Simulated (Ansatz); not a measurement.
System: Ca2Si (Pnma, No. 62; cell taken from a computed entry). Method: LDA (plane waves, PAW; Ansatz, a first-principles code).

Settings: plane-wave cutoff 520 eV, 6×8×4 k mesh (along the axes of the cell as run), Fermi–Dirac smearing 0.01 eV, scalar-relativistic PAW data made under PBE.

Cell (relaxed with PBEsol):

```cif
data_Ca8Si4
_chemical_formula_sum 'Ca8 Si4'
_space_group_name_H-M_alt 'P 1'
_space_group_IT_number 1
_cell_length_a 7.46202
_cell_length_b 4.78321
_cell_length_c 8.93943
_cell_angle_alpha 90.000
_cell_angle_beta 90.000
_cell_angle_gamma 90.000
loop_
_space_group_symop_operation_xyz
  'x, y, z'
loop_
_atom_site_label
_atom_site_type_symbol
_atom_site_fract_x
_atom_site_fract_y
_atom_site_fract_z
_atom_site_occupancy
Ca1 Ca 0.34295 0.75000 0.07446 1
Ca2 Ca 0.65705 0.25000 0.92554 1
Ca3 Ca 0.15705 0.25000 0.57446 1
Ca4 Ca 0.84295 0.75000 0.42554 1
Ca5 Ca 0.01950 0.25000 0.18087 1
Ca6 Ca 0.98050 0.75000 0.81913 1
Ca7 Ca 0.48050 0.75000 0.68087 1
Ca8 Ca 0.51950 0.25000 0.31913 1
Si1 Si 0.75182 0.25000 0.60460 1
Si2 Si 0.24818 0.75000 0.39540 1
Si3 Si 0.74818 0.75000 0.10460 1
Si4 Si 0.25182 0.25000 0.89540 1
```

Give the computed band gap.


- band gap: 0.13 eV (direct)

Note: cell and atoms aren't relaxed at this level (largest force component 0.03 eV/Å, pressure -1.8 GPa); this cell isn't known to be the ambient phase, and symmetry holds it in the calculation.

It cost around 4 core-minutes (rough) of CPU time.
